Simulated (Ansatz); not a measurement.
Species: SiO, net charge 0, singlet state. SMILES: O=[Si]
Geometry: optimised at B3LYP-D3(BJ)/def2-TZVP (Ansatz, a program for electronic structure).

Property: vertical electron affinity (to the doublet state of charge -1; a negative value means that the extra electron is unbound and the number depends on the basis; each state is the SCF solution reached for its spin), in eV. Valence correlation only, unless marked. UHF or UKS for open shells. No spin-orbit coupling. Non-relativistic. Anions need diffuse functions: aug- sets have them; def2-D sets add few. CBS marks a two-point X^-3 extrapolation of the correlation energy; Hartree-Fock from the larger set.

| level | program | vertical electron affinity (eV) |
|---|---|---|
| SVWN5/def2-TZVPD | Ansatz | 0.00 |

Q: What does CCSD(T)/CBS(aug-cc-pV(T+d)Z,aug-cc-pV(Q+d)Z) (Ansatz) give?

A: 0.04 eV, so SVWN5/def2-TZVPD differs from it by -0.04 eV.
